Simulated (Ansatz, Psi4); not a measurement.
**Worked example: the enthalpy of formation of C4N2 (2-butynedinitrile)**

C4N2: 6 atoms, total charge 0, spin state singlet. As SMILES, `N#CC#CC#N`. The shape is that of a PBE0-D4/def2-TZVP optimisation.

Total energies at revPBE/cc-pVDZ (Psi4 1.11); the atoms run unrestricted:

```
species    state  energy (Eh)
   C4N2  singlet  -261.779346
      N  quartet   -54.573185
      C  triplet   -37.838504
```

Harmonic wavenumbers at PBE0-D4/def2-TZVP, in cm⁻¹: 114, 114, 287, 287, 517, 517, 567, 567, 623, 1200, 2243, 2375, 2415.

Measured heats of formation of the gaseous atoms at 298.15 K, in kJ/mol: N 472.4, C 716.9. Spin-orbit lowering of the atoms at 298 K (mean of the ground term's levels less their thermal mean, from spectra), in kJ/mol: C 0.02. Take 1 Eh = 2625.50 kJ/mol, 1 cm⁻¹ = 0.0119627 kJ/mol, RT = 2.479 kJ/mol.

Task: Work out the heat of formation of the gas at 298 K.

Result: 
1. Electronic atomisation energy: 2 × (-54.573185) + 4 × (-37.838504) − (-261.779346) = 1.278960 Eh = 3357.9 kJ/mol.
2. Zero-point energy: half the sum of the wavenumbers, 5913 cm⁻¹ = 70.7 kJ/mol.
3. Thermal vibrational enthalpy, Σ hcν̃/(exp(hcν̃/kT) − 1): 8.5 kJ/mol. Translation, rotation and pV of a linear molecule: 3.5 RT = 8.7 kJ/mol.
4. The 6 free atoms carry 5/2 RT each: 37.2 kJ/mol.
5. Spin-orbit coupling lowers the free atoms by 4 × 0.02 = 0.1 kJ/mol.
6. Atomisation enthalpy at 298 K: 3357.9 − 0.1 − 70.7 − 8.5 − 8.7 + 37.2 = 3307.1 kJ/mol.
7. Sum of the atoms' heats of formation: 3812.4 kJ/mol. Heat of formation: 3812.4 − 3307.1 = +505.3 kJ/mol.

The tabulated value is +533.5 kJ/mol (NIST-JANAF tables), so this level is off by -28.2 kJ/mol, or 0.9 % of the atomisation enthalpy that the table implies (3278.9 kJ/mol). Gradient-corrected functionals often overbind somewhat. Anharmonicity and any spin-orbit splitting of the molecule are left out.
